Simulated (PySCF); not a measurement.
**Core-level binding energies of `[SiH3]N[SiH3]`**

Species: H₇NSi₂.
Geometry (PBE0-D3(BJ)/def2-SVP, Å), atoms numbered from 1 in this order:
```xyz
10
H7NSi2 angstrom
Si     1.5563    0.2096    0.2350
N      0.0941   -0.2592   -0.5848
Si    -1.5545   -0.1405   -0.0384
H      2.6152   -0.8308    0.0490
H      2.1232    1.5081   -0.2525
H      1.2306    0.3520    1.6844
H      0.2118   -0.5675   -1.5469
H     -2.3173   -1.3632   -0.4392
H     -2.2871    1.0420   -0.5959
H     -1.5299   -0.0179    1.4486
```

Computed with PySCF, delta-SCF UKS SCAN, pcX-2 on the ionised atom, pcseg-1 elsewhere, spin-free X2C. Vertical ΔSCF values, vacuum level as zero.

Question: What binding energy does each computed site have?

Answer: 
| atom(s) | bonded to | level | binding energy (eV) | 2p1/2 (eV) | count |
| --- | --- | --- | --- | --- | --- |
| Si1/Si3 | N and 3 H | Si 1s | 1847.00 | – | 2 |
| N2 | H and 2 Si | N 1s | 404.37 | – | 1 |
| Si1/Si3 | N and 3 H | Si 2p3/2 | 107.13 | 107.76 | 2 |

Question: Which effective nuclear charge Zeff reproduces each element's mean 1s value in the hydrogen-like formula E = 13.606 eV × Zeff²?

Answer: N (Z = 7): mean 404.4 eV, Zeff = 5.45, Z − Zeff = 1.55; Si (Z = 14): mean 1847.0 eV, Zeff = 11.65, Z − Zeff = 2.35. Means run over the listed sites, weighted by atom count.

Question: Give the binding energy of N 1s of N2 (atom 2) in hartree and in kJ/mol.

Answer: 404.37 eV = 14.8603 Eh = 39016 kJ/mol.

Atoms equivalent by their bonding share one computed value, that of the first of them. Spin–orbit coupling isn't in the SCF: each 2p doublet comes from a relaxed spin-free hole plus a matrix of the shell (mean-field spin–orbit coupling and the ground-state 2p splitting), with 2p3/2 averaged over its two sublevels. 2p1/2 minus 2p3/2 (ligand field included): Si 0.62 eV. Geometry: PBE0-D3(BJ)/def2-SVP; no solvent, vibrations or thermal averaging.

Hardware: an Arm Neoverse N1 with one thread, on a shared host. Cost: 21 s, 0.47 GiB resident at most.
